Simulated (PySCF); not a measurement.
# H3O+ (oxonium) at CCSD(T)/6-31G

What is the vertical ionisation energy of H3O+ (oxonium) at CCSD(T)/6-31G? The job is set up through a Python script.

The results are computed with PySCF 2.14.0.

5 further runs of the same task are left out: 5 set aside as unsound or not needed.

### Step 1. Starting point

H3O+ has 4 atoms, charge +1, and is taken as a singlet. As SMILES, `[OH3+]`. The coordinates come from a PBE0-D4/def2-TZVP relaxation.

Bond lengths: O1–H2 0.978 Å, O1–H3 0.978 Å, O1–H4 0.978 Å. Angles: H2–O1–H3 113.0°, H2–O1–H4 113.0°, H3–O1–H4 113.0°.

### Step 2. The energy at CCSD(T)/6-31G

File job.py:

```python
from pyscf import gto, cc

mol = gto.M(
    atom='O 0.181970 -0.056700 -0.052760; H 0.219060 0.918440 0.015140; H -0.408890 -0.368290 -0.767380; H 0.007860 -0.493450 0.805020',
    charge=1,
    basis='6-31g',
    max_memory=1860,
    verbose=3,
)

mf = mol.RHF()
mf.conv_tol = 1e-10
mf.kernel()
if not mf.converged:
    mf = mf.newton().run(mf.mo_coeff, mf.mo_occ)

mycc = cc.CCSD(mf, frozen=1)
mycc.kernel()
e_t = mycc.ccsd_t()
etot = mycc.e_tot + e_t
print('E(%s) = %.9f' % ('CCSD(T)', etot))
```

Command:

```
$ OMP_NUM_THREADS=1 python job.py
```

The program printed:

```text
converged SCF energy = -76.2685169407595
E(CCSD) = -76.4056342106561  E_corr = -0.1371172698966336
CCSD(T) correction = -0.00103550540797115
E(CCSD(T)) = -76.406669716
```

Run time: 0.46 s. Hardware: 1 thread of Intel Xeon 6975P-C (Granite Rapids), shared host; peak memory 0.12 GiB.

### Step 3. Doublet [H3O]2+, same level

File start.xyz:

```xyz
4

O      0.181970    -0.056700    -0.052760
H      0.219060     0.918440     0.015140
H     -0.408890    -0.368290    -0.767380
H      0.007860    -0.493450     0.805020
```

File job.py:

```python
from pyscf import gto, scf, cc

mol = gto.M(
    atom='start.xyz',
    charge=2,
    spin=1,
    verbose=3,
    max_memory=1860,
    basis='6-31g',
)

calc0 = scf.UHF(mol)
calc0.conv_tol = 1e-10
calc0.kernel()
if not calc0.converged:
    calc0 = calc0.newton().run(calc0.mo_coeff, calc0.mo_occ)

mycc = cc.CCSD(calc0, frozen=1)
mycc.kernel()
e_t = mycc.ccsd_t()
energy = mycc.e_tot + e_t
print('Final energy', energy)
```

Command:

```
$ OMP_NUM_THREADS=1 python job.py
```

The program printed:

```text
converged SCF energy = -75.4195968498084  <S^2> = 0.75559322  2S+1 = 2.0055854
E(UCCSD) = -75.52212764162162  E_corr = -0.1025307918132432
UCCSD(T) correction = -0.000737503744996323
Final energy -75.52286514536662
```

Wall time 0.48 s (1 thread of Intel Xeon 6975P-C (Granite Rapids), shared host); peak memory 0.1 GiB.

### Step 4. Summary of results

At CCSD(T)/6-31G, 1 core orbital frozen:

| quantity | value |
| --- | --- |
| singlet H3O+: total energy | -76.40667 Eh |
| singlet H3O+: HOMO energy (Hartree–Fock orbitals) | -25.81 eV |
| singlet H3O+: LUMO energy (Hartree–Fock orbitals) | -3.23 eV |
| singlet H3O+: HOMO–LUMO gap (Hartree–Fock orbitals) | 22.58 eV |
| singlet H3O+: correlation energy (1 core orbital frozen) | -138.2 mEh |
| singlet H3O+: (T) correction | -1.04 mEh |
| singlet H3O+: T1 diagnostic | 0.007 |
| doublet [H3O]2+: total energy | -75.52287 Eh |
| doublet [H3O]2+: HOMO energy (Hartree–Fock orbitals) (highest over α and β) | -43.75 eV |
| doublet [H3O]2+: LUMO energy (Hartree–Fock orbitals) (lowest over α and β) | -20.85 eV |
| doublet [H3O]2+: correlation energy (1 core orbital frozen) | -103.3 mEh |
| doublet [H3O]2+: (T) correction | -0.74 mEh |
| doublet [H3O]2+: ⟨S²⟩ of the reference determinant | 0.756 |
| doublet [H3O]2+: T1 diagnostic | 0.008 |
| vertical ionisation energy (to the doublet dication) | 24.050 eV |

Removing an electron at fixed nuclei costs 24.05 eV (555 kcal/mol). Mulliken charges (singlet H3O+) of the mean-field density run from -0.72 on O1 to +0.57 on H2; they depend strongly on the basis. The triples (singlet H3O+) make up 0.7 % of the correlation energy. The triples (doublet [H3O]2+) make up 0.7 % of the correlation energy.
